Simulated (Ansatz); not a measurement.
The input, for Ansatz 0.2.0:

```yaml
crystal:
  periodic: [false, false, false]
  atoms:
    - {symbol: Ge, position_ang: [0.000000, 0.000000, 0.000000]}
    - {symbol: Cl, position_ang: [1.221899, 1.222219, 1.222210]}
    - {symbol: Cl, position_ang: [-1.224410, -1.219908, 1.222006]}
    - {symbol: Cl, position_ang: [-1.219807, 1.221998, -1.224519]}
    - {symbol: Cl, position_ang: [1.222318, -1.224309, -1.219697]}
basis:
  gaussian: {orbitals: cc-pVDZ}
total_charge: 1
magnetization: {spin_polarized: false, initial_magnetization: 1}
correlation: {method: fic_mrcisd_q, electrons: outside_noble_gas, active_space: {window: {electrons: 9, orbitals: 9}}}
```

```sh
$ ansatz run in.yaml --threads 2 --pin off --events-out ev --progress --plain --max-ram 24576MiB --backend cuda --devices 0, --max-vram 18GiB
```

Problem. Roughly how long does this take on 2 threads of AMD EPYC 7R13 with a shared H100 80 GB, shared host, and how much host memory?

Solution. 53 s wall and 0.87 GiB.

```
1105 factors; integrals over basis functions are off by at most 5.4e-4 eV
mean field evaluation 1: about -106478.3478 eV, gradient 2.2e1 eV
mean field evaluation 2: about -106478.3543 eV, gradient 2.2e1 eV
mean field evaluation 4: about -106479.9700 eV, gradient 2.8e0 eV
mean field evaluation 8: about -106480.1777 eV, gradient 3.4e-1 eV
mean field evaluation 16: about -106480.1828 eV, gradient 3.6e-3 eV
mean field evaluation 32: about -106480.3900 eV, gradient 1.3e0 eV
mean field evaluation 64: about -106479.8543 eV, gradient 2.4e-5 eV
mean field evaluation 96: about -106480.7270 eV, gradient 1.4e-6 eV
mean field evaluation 128: about -106480.7267 eV, gradient 7.8e-2 eV
mean field evaluation 160: about -106480.7270 eV, gradient 7.3e-5 eV
...
contracted CI cycle   7: correlation -13.55101430 eV, -0.4979905903 hartree, residual 6.10e-3 eV
contracted CI cycle   8: correlation -13.55101489 eV, -0.4979906119 hartree, residual 1.91e-3 eV
state -106482.39389665 eV, -3913.1557993429 hartree; corrected -106498.36104765 eV, -3913.7425813193 hartree
state -106482.39389665 eV, -3913.1557993429 hartree; corrected -106498.36104765 eV, -3913.7425813193 hartree
state -106482.40104415 eV, -3913.1560620087 hartree
contracted CI cycle   1: correlation 0.00000000 eV, 0.0000000000 hartree, residual 3.31e1 eV
contracted CI cycle   2: correlation -13.29436367 eV, -0.4885588535 hartree, residual 4.36e0 eV
contracted CI cycle   3: correlation -13.55864536 eV, -0.4982710267 hartree, residual 9.91e-1 eV
contracted CI cycle   4: correlation -13.57299935 eV, -0.4987985259 hartree, residual 2.51e-1 eV
contracted CI cycle   5: correlation -13.57400667 eV, -0.4988355442 hartree, residual 7.46e-2 eV
contracted CI cycle   6: correlation -13.57409145 eV, -0.4988386599 hartree, residual 2.15e-2 eV
contracted CI cycle   7: correlation -13.57409843 eV, -0.4988389164 hartree, residual 6.24e-3 eV
contracted CI cycle   8: correlation -13.57409900 eV, -0.4988389376 hartree, residual 1.89e-3 eV
state -106482.40104415 eV, -3913.1560620087 hartree; corrected -106498.39414616 eV, -3913.7437976670 hartree
state -106482.40104415 eV, -3913.1560620087 hartree; corrected -106498.39414616 eV, -3913.7437976670 hartree
the orbitals are reached from a further start. From the first start the search ends at -106482.24202558 eV, -3913.1502181842 hartree
WARN: the results are in doubt because another end's mean lies 0.064 eV lower, and its corrected mean 0.037 eV higher
Total energy: -106498.39414616 eV, -3913.7437976670 hartree
In doubt: another end's mean lies 0.064 eV lower, and its corrected mean 0.037 eV higher
```
